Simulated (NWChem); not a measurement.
Species: phosphine (PH3); SMILES P

All runs: NWChem. Pople sets run with spherical d functions. Coordinates come from a PBE-D3(BJ)/def2-SVP optimisation. Solvent water, SMD (1 M gas to 1 M solution), gas-phase geometry. Reactions with the solvent are ignored.

For level PBE0/6-311G**:

* **dipole in solution (D)**: 1.18

**Question.** How do the values read with level PBE0/STO-3G instead?

**Answer.** The dipole in solution (D) comes out as 0.74.
